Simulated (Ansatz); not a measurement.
## Two structures, one formula

The two ends of one reaction step of Si₂H₅Cl, singlet (PBE0-D4/def2-TZVP).

A:

| atom | x (Å) | y (Å) | z (Å) |
| --- | --- | --- | --- |
| Si1 | -0.6369 | 0.0127 | 1.0232 |
| Si2 | 0.5515 | 0.1278 | -0.9868 |
| Cl3 | 1.5352 | -1.6633 | -1.2803 |
| H4 | -0.3484 | 0.3454 | -2.1476 |
| H5 | 1.5723 | 1.2059 | -0.9628 |
| H6 | -1.6226 | -1.0973 | 0.9573 |
| H7 | -1.3562 | 1.2955 | 1.2499 |
| H8 | 0.3051 | -0.2268 | 2.1472 |

B:

```xyz
8
angstrom
Si -0.3887 -0.3534 1.3442
Si -0.0444 0.8291 -1.5989
Cl 1.0895 -0.7818 -0.0891
H 0.0168 -0.2225 -2.6926
H 1.3188 1.4142 -1.9223
H -1.6916 -0.7440 0.7761
H -0.2803 1.0756 1.6889
H -0.0203 -1.2172 2.4938
```

Program: Ansatz 0.2.0. Basis: def2-TZVPP. Cores are frozen in the correlated methods. B3LYP uses VWN-RPA correlation.

Q: Which structure is lower at CCSD(T), and by how much? (To be estimated.)

A: Computed: A, by 197.3 kJ/mol (electronic energy, against the other). By their contacts, A is Si₂H₅Cl ([SiH3][SiH2][Cl]) and B is Si₂H₅Cl ([SiH2][Cl][SiH3]).

All methods give the same order:

| method | E(B) − E(A) (kJ/mol) |
| --- | --- |
| SPW92 | 192.0 |
| PBE-D4 | 192.5 |
| BLYP-D4 | 183.2 |
| r2SCAN-D4 | 207.6 |
| B97M-V | 200.6 |
| PBE0-D4 | 202.6 |
| B3LYP-D4 | 193.1 |
| r2SCAN0-D4 | 210.5 |
| BHLYP-D4 | 202.8 |
| CAM-B3LYP-D4 | 200.4 |
| wB97X-V | 207.4 |
| wB97M-V | 186.0 |
| B2PLYP | 199.6 |
| PBE-QIDH | 209.4 |
| RPA on PBE | 187.8 |
| HF | 214.8 |
| MP2 | 202.3 |
| CCSD | 199.7 |
| CCSD(T) | 197.3 |

T1 diagnostic: at most 0.012.

Labels in which every atom is bracketed show which atoms are joined, not bond orders.

For scale, one of the runs: CCSD(T)/def2-TZVPP, 196 basis functions, launched by `ansatz run in.yaml --threads 2 --pin off --events-out ev --progress --plain --max-ram 4352MiB`. Time: 39 s of wall clock on 2 CPU threads of an Arm Neoverse V1; the host was shared. Peak host memory: 2 GiB.
